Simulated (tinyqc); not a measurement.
Coupled-perturbed Hartree-Fock on RHF in the sto-3g basis, for HF, spin multiplicity 1, step by step. Computed by tinyqc, a small Python program that keeps every step (integrals from PySCF). Settings: charge = 0, multiplicity = 1, basis = sto-3g, method = RHF, energy threshold = 1e-10, iteration cap = 55, orthogonalisation = canonical, start = Wolfsberg-Helmholz matrix, DIIS depth = 6. Command: `OMP_NUM_THREADS=1 python tinyqc.py 27196 27197 out.jsonl` (the two numbers bound the seeds that draw the settings). One thread of a shared host (Intel(R) Xeon(R) Processor @ 2.60GHz), about 0.2 s of CPU time with the checks. The early iterations of the SCF are left out here.

## One-electron integrals

Geometry (angstrom):
```
atom        x        y        z
F     0.00000  0.00000  0.00000
H     0.00000  0.00000  0.91500
```

Basis sto-3g: exponents (1/bohr^2) and contraction coefficients of normalised primitives:
```
element  l (shell)   exponent  coefficient
F            s (1)  166.67913      0.15433
F            s (1)   30.36081      0.53533
F            s (1)    8.21682      0.44463
F            s (2)    6.46480     -0.09997
F            s (2)    1.50228      0.39951
F            s (2)    0.48859      0.70012
F            p (3)    6.46480      0.15592
F            p (3)    1.50228      0.60768
F            p (3)    0.48859      0.39196
H            s (1)    3.42525      0.15433
H            s (1)    0.62391      0.53533
H            s (1)    0.16886      0.44463
```

Overlap, kinetic and nuclear-attraction integrals over the contracted functions; the nuclear repulsion is the sum of Za Zb / Rab.

nuclear repulsion = 5.2050217 hartree

overlap S:
```
          1F 1s    1F 2s   1F 2px   1F 2py   1F 2pz    2H 1s
1F 1s   1.00000  0.23799  0.00000  0.00000  0.00000  0.04971
1F 2s   0.23799  1.00000  0.00000  0.00000  0.00000  0.45022
1F 2px  0.00000  0.00000  1.00000  0.00000  0.00000  0.00000
1F 2py  0.00000  0.00000  0.00000  1.00000  0.00000  0.00000
1F 2pz  0.00000  0.00000  0.00000  0.00000  1.00000  0.34993
2H 1s   0.04971  0.45022  0.00000  0.00000  0.34993  1.00000
```

kinetic energy T (hartree):
```
           1F 1s     1F 2s   1F 2px   1F 2py   1F 2pz    2H 1s
1F 1s   36.98458  -0.21286  0.00000  0.00000  0.00000  0.00039
1F 2s   -0.21286   1.03800  0.00000  0.00000  0.00000  0.12973
1F 2px   0.00000   0.00000  3.24801  0.00000  0.00000  0.00000
1F 2py   0.00000   0.00000  0.00000  3.24801  0.00000  0.00000
1F 2pz   0.00000   0.00000  0.00000  0.00000  3.24801  0.27617
2H 1s    0.00039   0.12973  0.00000  0.00000  0.27617  0.76003
```

nuclear attraction V (hartree):
```
            1F 1s      1F 2s     1F 2px     1F 2py     1F 2pz     2H 1s
1F 1s   -77.58792   -9.31445    0.00000    0.00000   -0.01512  -2.00595
1F 2s    -9.31445  -12.11495    0.00000    0.00000   -0.18071  -4.23922
1F 2px    0.00000    0.00000  -11.98284    0.00000    0.00000   0.00000
1F 2py    0.00000    0.00000    0.00000  -11.98284    0.00000   0.00000
1F 2pz   -0.01512   -0.18071    0.00000    0.00000  -12.10056  -2.93053
2H 1s    -2.00595   -4.23922    0.00000    0.00000   -2.93053  -6.20833
```

core Hamiltonian H = T + V (hartree):
```
            1F 1s      1F 2s    1F 2px    1F 2py    1F 2pz     2H 1s
1F 1s   -40.60334   -9.52730   0.00000   0.00000  -0.01512  -2.00557
1F 2s    -9.52730  -11.07696   0.00000   0.00000  -0.18071  -4.10949
1F 2px    0.00000    0.00000  -8.73483   0.00000   0.00000   0.00000
1F 2py    0.00000    0.00000   0.00000  -8.73483   0.00000   0.00000
1F 2pz   -0.01512   -0.18071   0.00000   0.00000  -8.85255  -2.65436
2H 1s    -2.00557   -4.10949   0.00000   0.00000  -2.65436  -5.44829
```

## Two-electron integrals

Functions are numbered as in S; the eight-fold symmetry (ij|kl) = (ji|kl) = (kl|ij) leaves the list below.

Two-electron integrals (ij|kl) in chemists' order, unique and non-zero (hartree):
```
(11|11) 5.40350   (21|11) 0.84192   (21|21) 0.15630   (22|11) 1.26803
(22|21) 0.29234   (22|22) 0.92617   (31|31) 0.02800   (32|31) 0.04317
(32|32) 0.20459   (33|11) 1.26450   (33|21) 0.29240   (33|22) 0.92596
(33|33) 0.99751   (41|41) 0.02800   (42|41) 0.04317   (42|42) 0.20459
(43|43) 0.05377   (44|11) 1.26450   (44|21) 0.29240   (44|22) 0.92596
(44|33) 0.88997   (44|44) 0.99751   (51|51) 0.02800   (52|51) 0.04317
(52|52) 0.20459   (53|53) 0.05377   (54|54) 0.05377   (55|11) 1.26450
(55|21) 0.29240   (55|22) 0.92596   (55|33) 0.88997   (55|44) 0.88997
(55|55) 0.99751   (61|11) 0.17888   (61|21) 0.03290   (61|22) 0.06106
(61|33) 0.06097   (61|44) 0.06097   (61|51) 0.00134   (61|52) 0.00250
(61|55) 0.06125   (61|61) 0.00700   (62|11) 0.42526   (62|21) 0.09924
(62|22) 0.34760   (62|33) 0.34271   (62|44) 0.34271   (62|51) 0.00671
(62|52) 0.05102   (62|55) 0.35704   (62|61) 0.02115   (62|62) 0.15670
(63|31) 0.01072   (63|32) 0.06226   (63|53) 0.01090   (63|63) 0.02397
(64|41) 0.01072   (64|42) 0.06226   (64|54) 0.01090   (64|64) 0.02397
(65|11) 0.27710   (65|21) 0.06554   (65|22) 0.24586   (65|33) 0.23513
(65|44) 0.23513   (65|51) 0.01462   (65|52) 0.09686   (65|55) 0.26705
(65|61) 0.01459   (65|62) 0.13582   (65|65) 0.14089   (66|11) 0.55280
(66|21) 0.13113   (66|22) 0.52734   (66|33) 0.50878   (66|44) 0.50878
(66|51) 0.01189   (66|52) 0.12478   (66|55) 0.56386   (66|61) 0.02817
(66|62) 0.29525   (66|65) 0.29723   (66|66) 0.77461
```

## Orthogonalisation

S = U s U^T; canonical form X = U s^(-1/2), so that X^T S X = 1. Each column of U has its largest component positive (the first on a tie).

eigenvalues of S: 0.41169  0.84573  1.00000  1.00000  1.12342  1.61917

X:
```
               1         2        3         4         5        6
1F 1s    0.28340   0.76790  0.00000   0.00000  -0.58948  0.21929
1F 2s   -0.92053  -0.44483  0.00000   0.00000  -0.35070  0.46202
1F 2px   0.00000   0.00000  0.97303  -0.23069   0.00000  0.00000
1F 2py   0.00000   0.00000  0.23069   0.97303   0.00000  0.00000
1F 2pz  -0.62638   0.57498  0.00000   0.00000   0.61094  0.29359
2H 1s    1.05308  -0.25349  0.00000   0.00000   0.21547  0.51948
```

Within a degenerate level the vectors are fixed only up to a rotation; this is one choice.

## Iteration 7 (converged): orbitals

converged F (hartree):
```
            1F 1s     1F 2s    1F 2px    1F 2py    1F 2pz     2H 1s
1F 1s   -25.89001  -6.62288   0.00000   0.00000  -0.02453  -1.40452
1F 2s    -6.62288  -3.04794   0.00000   0.00000  -0.10199  -1.15757
1F 2px    0.00000   0.00000  -0.46423   0.00000   0.00000   0.00000
1F 2py    0.00000   0.00000   0.00000  -0.46423   0.00000   0.00000
1F 2pz   -0.02453  -0.10199   0.00000   0.00000  -0.36598  -0.58293
2H 1s    -1.40452  -1.15757   0.00000   0.00000  -0.58293  -0.60577
```

Diagonalise F' = X^T F X, C = X C', fill 5 alpha and 5 beta electrons from the bottom; D = 2 C_occ C_occ^T. Each column has its largest component positive (the first on a tie).

F' = X^T F X (hartree):
```
          1          2         3         4          5         6
1   0.04412   -2.24719   0.00000   0.00000    1.57665  -0.57992
2  -2.24719  -11.01897   0.00000   0.00000   10.82425  -5.65129
3   0.00000    0.00000  -0.46423   0.00000    0.00000   0.00000
4   0.00000    0.00000   0.00000  -0.46423    0.00000   0.00000
5   1.57665   10.82425   0.00000   0.00000  -11.83450   6.24039
6  -0.57992   -5.65129   0.00000   0.00000    6.24039  -4.51700
```

orbital energies (hartree): MO1 -25.89985, MO2 -1.47184, MO3 -0.58576, MO4 -0.46423, MO5 -0.46423, MO6 0.63112

coefficients C:
```
             MO1       MO2       MO3      MO4       MO5       MO6
1F 1s    0.99470  -0.24911   0.08270  0.00000   0.00000   0.08512
1F 2s    0.02266   0.93568  -0.43590  0.00000   0.00000  -0.56186
1F 2px   0.00000   0.00000   0.00000  0.50171   0.86504   0.00000
1F 2py   0.00000   0.00000   0.00000  0.86504  -0.50171   0.00000
1F 2pz   0.00298   0.09052   0.70237  0.00000   0.00000  -0.82515
2H 1s   -0.00581   0.15886   0.52069  0.00000   0.00000   1.09230
```

D after iteration 7:
```
           1F 1s     1F 2s   1F 2px   1F 2py    1F 2pz     2H 1s
1F 1s    2.11663  -0.49319  0.00000  0.00000   0.07700  -0.00457
1F 2s   -0.49319   2.13203  0.00000  0.00000  -0.44280  -0.15693
1F 2px   0.00000   0.00000  2.00000  0.00000   0.00000   0.00000
1F 2py   0.00000   0.00000  0.00000  2.00000   0.00000   0.00000
1F 2pz   0.07700  -0.44280  0.00000  0.00000   1.00305   0.76017
2H 1s   -0.00457  -0.15693  0.00000  0.00000   0.76017   0.59279
```

Within a degenerate level the vectors are fixed only up to a rotation; this is one choice.

## Convergence

Stop when the energy changes by less than 1e-10 hartree and every element of the error matrix X^T (F D S - S D F) X is below 3e-06.

Course of the cycle:
```
iteration  E (hartree)     change  largest element of the error matrix
1          -98.3170823          -                             8.11e-01
2          -98.5501217  -2.33e-01                             1.67e-01
3          -98.5703714  -2.02e-02                             1.90e-02
4          -98.5705485  -1.77e-04                             1.93e-03
5          -98.5705502  -1.70e-06                             6.62e-05
6          -98.5705502  -3.43e-09                             4.51e-06
7          -98.5705502  -1.66e-11                             9.58e-10
```

PySCF RHF in the same basis = -98.5705502 hartree

Converged in 7 iterations.

## Integrals over molecular orbitals

(pq|rs) = sum C_ip C_jq C_kr C_ls (ij|kl), one index at a time.

one-electron integrals over orbitals h = C^T H C (hartree):
```
           1         2         3         4         5         6
1  -40.58498   0.70111  -0.22295   0.00000   0.00000  -0.23250
2    0.70111  -9.15529   0.55496   0.00000   0.00000   1.22418
3   -0.22295   0.55496  -7.67973   0.00000   0.00000   1.82860
4    0.00000   0.00000   0.00000  -8.73483   0.00000   0.00000
5    0.00000   0.00000   0.00000   0.00000  -8.73483   0.00000
6   -0.23250   1.22418   1.82860   0.00000   0.00000  -6.11706
```

Two-electron integrals over orbitals (pq|rs), unique and non-zero (hartree):
```
(11|11) 5.36219    (21|11) -0.50254   (21|21) 0.07458    (22|11) 1.19680
(22|21) -0.01932   (22|22) 0.85705    (31|11) 0.16654    (31|21) -0.02251
(31|22) 0.01412    (31|31) 0.02387    (32|11) -0.14457   (32|21) 0.00901
(32|22) -0.01454   (32|31) 0.02098    (32|32) 0.15797    (33|11) 1.01550
(33|21) -0.01150   (33|22) 0.75888    (33|31) -0.00594   (33|32) -0.05307
(33|33) 0.77763    (41|41) 0.02961    (42|41) 0.03892    (42|42) 0.17975
(43|41) -0.01190   (43|42) -0.04409   (43|43) 0.04961    (44|11) 1.26400
(44|21) -0.01435   (44|22) 0.87678    (44|31) 0.00483    (44|32) -0.07722
(44|33) 0.76216    (44|44) 0.99751    (51|51) 0.02961    (52|51) 0.03892
(52|52) 0.17975    (53|51) -0.01190   (53|52) -0.04409   (53|53) 0.04961
(54|54) 0.05377    (55|11) 1.26400    (55|21) -0.01435   (55|22) 0.87678
(55|31) 0.00483    (55|32) -0.07722   (55|33) 0.76216    (55|44) 0.88997
(55|55) 0.99751    (61|11) 0.17303    (61|21) -0.02809   (61|22) -0.00021
(61|31) -0.00801   (61|32) -0.02518   (61|33) 0.01332    (61|44) 0.00471
(61|55) 0.00471    (61|61) 0.02652    (62|11) -0.25316   (62|21) 0.00544
(62|22) -0.13251   (62|31) -0.02027   (62|32) -0.04240   (62|33) -0.04078
(62|44) -0.13125   (62|55) -0.13125   (62|61) 0.01525    (62|62) 0.09808
(63|11) -0.34925   (63|21) 0.00617    (63|22) -0.15830   (63|31) 0.00233
(63|32) 0.09405    (63|33) -0.12690   (63|44) -0.19104   (63|55) -0.19104
(63|61) -0.00651   (63|62) 0.05835    (63|63) 0.17063    (64|41) -0.01109
(64|42) -0.04357   (64|43) -0.01357   (64|64) 0.03180    (65|51) -0.01109
(65|52) -0.04357   (65|53) -0.01357   (65|65) 0.03180    (66|11) 0.89093
(66|21) -0.00890   (66|22) 0.68639    (66|31) 0.01652    (66|32) 0.07309
(66|33) 0.66957    (66|44) 0.65331    (66|55) 0.65331    (66|61) -0.00988
(66|62) -0.06782   (66|63) -0.01335   (66|66) 0.71595
```

## Response to a field: uncoupled start

dipole integrals <a|z|i> (bohr):
```
          i1       i2       i3       i4       i5
a6  -0.04403  0.10379  0.90939  0.00000  0.00000
```

Field along z; U_ai = -mu_ai / (e_a - e_i), alpha = -4 sum U_ai mu_ai.

uncoupled U:
```
         i1        i2        i3       i4       i5
a6  0.00166  -0.04935  -0.74731  0.00000  0.00000
```

uncoupled polarisability = 2.73914 bohr^3

## Coupled step 1

U_ai = -(mu_ai + sum_bj [4 (ai|bj) - (ab|ij) - (aj|bi)] U_bj) / (e_a - e_i); alpha = -4 sum U_ai mu_ai.

U after step 1:
```
         i1        i2        i3       i4       i5
a6  0.00080  -0.02237  -0.83995  0.00000  0.00000
```

polarisability = 3.06478 bohr^3

## Coupled step 2

As before.

U after step 2:
```
         i1        i2        i3       i4       i5
a6  0.00059  -0.01283  -0.85424  0.00000  0.00000
```

polarisability = 3.11276 bohr^3

## Coupled polarisability

Repeat until U stops changing; compare with -d2E/dF2.

Course of the coupled iterations:
```
step  alpha (bohr^3)
0            2.73914
1            3.06478
2            3.11276
3            3.12139
4            3.12316
5            3.12354
6            3.12363
7            3.12365
8            3.12365
9            3.12366
10           3.12366
11           3.12366
12           3.12366
```

coupled polarisability = 3.12366 bohr^3

finite-field check, fields of +/-0.001 au = 3.12366 bohr^3
